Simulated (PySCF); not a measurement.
Species: C₅H₇O (charge +1).
SMILES with atom numbers: `[CH3:1]/[CH:2]=[CH:3]/[CH2:4][C:5]#[O+:6]` (hydrogens: H7, H8, H9 on C1; H10 on C2; H11 on C3; H12, H13 on C4)

Computed geometry: GFN2-xTB, gas phase.

**Question.** What internal coordinates does the optimisation give?

**Answer.** 
| bond | length (bohr) |
| --- | --- |
| C1–C2 | 2.781 |
| C2=C3 | 2.526 |
| C3–C4 | 2.906 |
| C4–C5 | 2.616 |
| C5≡O6 | 2.127 |
| C1–H7, C1–H8, C1–H9 | 2.058 |
| C2–H10 | 2.048 |
| C3–H11 | 2.039 |
| C4–H12, C4–H13 | 2.068 |

Bonds in one row agree within 0.02 bohr and their mean is given. A selection of angles:
| angle | degrees |
| --- | --- |
| C2–C1–H7 | 109.4 |
| C2–C1–H9 | 112.4 |
| H7–C1–H8 | 105.9 |
| H7–C1–H9 | 109.6 |
| C1–C2–C3 | 124.0 |
| C1–C2–H10 | 115.7 |
| C3–C2–H10 | 120.2 |
| C2–C3–C4 | 122.9 |
| C2–C3–H11 | 121.4 |
| C4–C3–H11 | 115.7 |
| C3–C4–C5 | 92.4 |
| C3–C4–H12 | 113.5 |
| C5–C4–H12 | 114.2 |
| H12–C4–H13 | 109.0 |
| C4–C5–O6 | 172.8 |

Torsions: C1–C2–C3–C4 175° (antiperiplanar); C2–C3–C4–C5 91° (anticlinal). The mirror-image conformer, all signs reversed, is as good.

C2 (alkene CH carbon) is planar (angles 124.0°, 120.2° and 115.7°, sum 360.0°, 0.01 Å off the plane of its three neighbours). Of the pairs four or more bonds apart, H9···H11 is among the closest relative to their van der Waals radii: 2.44 Å, 102 % of the sum of Bondi's values. C3 (alkene CH carbon) is planar (angles 122.9°, 121.4° and 115.7°, sum 360.0°, 0.01 Å off the plane of its three neighbours). The 4 C–C bonds span 1.337 Å (C2=C3, drawn double) to 1.538 Å (C3–C4, drawn single), a spread of 0.201 Å.

Point group: C1 (no symmetry element, even within 0.4 Å). No frequency check.
